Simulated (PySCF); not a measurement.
**CH5B− (SMILES [BH2-]C) at 6 levels**

We compute a comparison of 6 runs (UB2PLYP/STO-3G, UB3LYP/STO-3G, UMP2/STO-3G, UCCSDT/STO-3G, ROCCSD(T)/STO-3G, UCCSD(T)/STO-3G) of CH5B−. Input form: a Python script.

Program for the calculation: PySCF 2.14.0.

2 further runs of the same task are left out: 2 set aside as unsound or not needed.

**1. The system as given**

CH5B−: 7 atoms, total charge -1, spin state doublet. As SMILES, `[BH2-]C`. The C2–H5 distance was set to 1.323 Å, away from the relaxed value.

Bond lengths: B1–C2 1.642 Å, B1–H3 1.245 Å, B1–H4 1.245 Å, C2–H6 1.114 Å, C2–H7 1.102 Å. Angles: B1–C2–H6 114.9°, B1–C2–H7 112.6°, C2–B1–H3 113.3°, C2–B1–H4 113.3°, H6–C2–H7 104.9°, H3–B1–H4 112.0°. A long bond or contact: C2–H5 1.323 Å.

**2. A single-point energy at UB2PLYP/STO-3G (run 1)**

Input file input.py:

```python
from pyscf import gto, dft, mp

system = gto.M(
    atom='''
B   -0.484401  -0.963094   0.130662
C    0.013079   0.571516  -0.176678
H    0.449629  -1.738494   0.407152
H   -1.228031  -1.426534  -0.753338
H    0.713810   1.090030   0.817870
H    0.662589   0.683816  -1.074748
H   -0.827371   1.264286  -0.345408
''',
    basis='sto-3g',
    spin=1,
    max_memory=1860,
    charge=-1,
    verbose=3,
)

myscf = dft.UKS(system, xc='0.53*HF + 0.47*B88, 0.73*LYP')
myscf.conv_tol = 1e-10
myscf.grids.level = 5
myscf.kernel()
if not myscf.converged:
    myscf = myscf.newton().run(myscf.mo_coeff, myscf.mo_occ)

pt = mp.MP2(myscf, frozen=2).run()
energy = myscf.e_tot + 0.27 * pt.e_corr
print('PT2 part  %.8f' % (0.27 * pt.e_corr))
print('E(%s) = %.9f' % ('B2PLYP', energy))
```

Started as:

```bash
OMP_NUM_THREADS=1 python input.py
```

Output:

```text
WARN: HOMO 0.0154614810124371 >= LUMO 0.0154614810124368

converged SCF energy = -64.7774434316472  <S^2> = 0.7535382  2S+1 = 2.0035351
E(UMP2) = -64.8923093240869  E_corr = -0.114865892439692
E(SCS-UMP2) = -64.90752535341  E_corr = -0.130081921762862
PT2 part  -0.03101379
E(B2PLYP) = -64.808457223
```

Run time: 3.9 s. Hardware: 1 thread of Arm Neoverse V2, shared host; peak memory 0.2 GiB.

**3. The energy at UB3LYP/STO-3G (run 2)**

Input file run.py:

```python
from pyscf import gto, dft

mol = gto.M(
    atom=[
    ('B', (-0.484401, -0.963094, 0.130662)),
    ('C', (0.013079, 0.571516, -0.176678)),
    ('H', (0.449629, -1.738494, 0.407152)),
    ('H', (-1.228031, -1.426534, -0.753338)),
    ('H', (0.713810, 1.090030, 0.817870)),
    ('H', (0.662589, 0.683816, -1.074748)),
    ('H', (-0.827371, 1.264286, -0.345408)),
],
    verbose=3,
    charge=-1,
    max_memory=1860,
    basis='sto-3g',
    spin=1,
)

ks = dft.UKS(mol)
ks.xc = 'b3lyp'
ks.conv_tol = 1e-10
ks.grids.level = 5
ks.kernel()
if not ks.converged:
    ks = ks.newton().run(ks.mo_coeff, ks.mo_occ)

e_final = ks.e_tot
print(f'total energy: {e_final:.8f} hartree')
```

Started as:

```bash
OMP_NUM_THREADS=1 python run.py
```

Output:

```text
WARN: HOMO -0.0402759932872218 >= LUMO -0.0402759932872216

converged SCF energy = -64.9660236264766  <S^2> = 0.75226159  2S+1 = 2.0022603
total energy: -64.96602363 hartree
```

Wall time 3.9 s (1 thread of Arm Neoverse V2, shared host); peak memory 0.2 GiB.

Runs 3 to 5 aren't shown in full; the table further down has their settings and results.

**4. A single-point energy at UCCSD(T)/STO-3G (run 6)**

Input file job.py:

```python
from pyscf import gto, cc

mol = gto.M(
    atom=[
    ('B', (-0.484401, -0.963094, 0.130662)),
    ('C', (0.013079, 0.571516, -0.176678)),
    ('H', (0.449629, -1.738494, 0.407152)),
    ('H', (-1.228031, -1.426534, -0.753338)),
    ('H', (0.713810, 1.090030, 0.817870)),
    ('H', (0.662589, 0.683816, -1.074748)),
    ('H', (-0.827371, 1.264286, -0.345408)),
],
    basis='sto-3g',
    spin=1,
    max_memory=1860,
    charge=-1,
    verbose=3,
)

mf = mol.UHF()
mf.conv_tol = 1e-10
mf.kernel()
if not mf.converged:
    mf = mf.newton().run(mf.mo_coeff, mf.mo_occ)

mycc = cc.CCSD(mf, frozen=2)
mycc.kernel()
e_t = mycc.ccsd_t()
energy = mycc.e_tot + e_t
print('Final energy', energy)
```

Started as:

```bash
OMP_NUM_THREADS=1 python job.py
```

Output:

```text
converged SCF energy = -64.4336274892263  <S^2> = 0.75811558  2S+1 = 2.0080992
E(UCCSD) = -64.56134363111437  E_corr = -0.1277161418881214
UCCSD(T) correction = -0.000716124979666564
Final energy -64.56205975609403
```

It took 0.68 s on 1 thread of Arm Neoverse V2, shared host; peak memory 0.12 GiB.

**5. All runs side by side**

| run | level | frozen core orbitals | integration grid | energy (Eh) | HOMO energy (eV) | LUMO energy (eV) | ⟨S²⟩ | wall time |
| --- | --- | --- | --- | --- | --- | --- | --- | --- |
| 1 | UB2PLYP/STO-3G | 2 | 5 | -64.808457 | 5.65 | 15.19 | 0.754 | 3.9 s |
| 2 | UB3LYP/STO-3G | – | 5 | -64.966024 | 7.44 | 12.74 | 0.752 | 3.9 s |
| 3 | UMP2/STO-3G | 2 | – | -64.524093 | 3.00 | 18.99 | 0.758 | 0.58 s |
| 4 | UCCSDT/STO-3G | 2 | – | -64.562320 | 3.00 | 18.99 | 0.758 | 1.7 s |
| 5 | ROCCSD(T)/STO-3G | 2 | – | -64.562058 | – | – | 0.750 | 0.68 s |
| 6 | UCCSD(T)/STO-3G | 2 | – | -64.562060 | 3.00 | 18.99 | 0.758 | 0.68 s |

**6. Outcome**

| quantity | value |
| --- | --- |
| run 6: total energy | -64.56206 Eh |
| run 6: HOMO energy (Hartree–Fock orbitals) (highest over α and β) | 3.00 eV |
| run 6: LUMO energy (Hartree–Fock orbitals) (lowest over α and β) | 18.99 eV |
| run 6: correlation energy (2 core orbitals frozen) | -128.4 mEh |
| run 6: (T) correction | -0.72 mEh |
| run 6: ⟨S²⟩ of the reference determinant | 0.758 |
| run 6: T1 diagnostic | 0.006 |

**Reading.** Totals of different functionals can't be ranked against each other. In runs 1, 2, 3, 4, 5, 6 the HOMO lies above zero, so the outermost electron may be held by the basis alone. In runs 1, 2, 3, 4, 5, 6 the basis is minimal, so the values are rough. All runs together took 11 s, the longest 3.9 s.
